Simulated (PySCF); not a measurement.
Species: 2-sulfanylacetonitrile, C₂H₃NS.
Atom-mapped SMILES: `[N:1]#[C:2][CH2:3][SH:4]` (hydrogens: H5, H6 on C3; H7 on S4)

Geometry (PBE0-D3(BJ)/def2-SVP, Å), atoms numbered from 1 in this order:
```xyz
7
C2H3NS angstrom
N      1.8134   -1.4353   -0.1551
C      0.7661   -0.9464   -0.0975
C     -0.5370   -0.3066   -0.0030
S     -0.5360    1.4382   -0.5305
H     -1.2432   -0.8182   -0.6746
H     -0.9277   -0.4085    1.0206
H      0.2748    1.8816    0.4543
```

Method: core-valence-separated Tamm–Dancoff BHandHLYP/aug-pcX-1 (pcseg-1 on H, def2-SVPD on S) in PySCF, non-relativistic, gas phase, PBE0-D3(BJ)/def2-SVP geometry. BHandHLYP without relativity tends to put these K edges a few eV too low, so spacings mean more than positions.

The lowest roots of each edge with f over 0.003 (five at most, numbered afresh; weaker and dark ones are left out), with transition dipoles (au) in the frame of the coordinates:

```tsv
root	edge	E (eV)	f	μx	μy	μz
1	C	283.94	0.0577	0.0386	0.0794	-0.0223
2	C	284.10	0.0637	-0.0149	-0.0185	-0.0927
3	C	285.89	0.0416	0.0087	0.0741	-0.0195
4	C	287.25	0.0067	0.0238	0.0198	-0.0005
5	C	287.51	0.0215	-0.0081	-0.0074	-0.0542
6	N	397.15	0.0619	-0.0334	-0.0708	0.0153
7	N	397.37	0.0634	-0.0103	-0.0124	-0.0791
8	N	402.75	0.0034	0.0037	0.0175	-0.0047
```

Task: Molecules are fixed in this frame and the field points along x. What effective strengths 3 f cos²θ do the roots have (θ between field and μ)?

Result: root 1 (C2): 0.031, root 2 (C2): 0.005, root 3 (C3): 0.002, root 4 (C3): 0.012, root 5 (C3): 0.001, root 6 (N1): 0.032, root 7 (N1): 0.003, root 8 (N1): 0.000. Averaged over all orientations cos²θ is 1/3, which gives f back.

One conformer stands for the species.
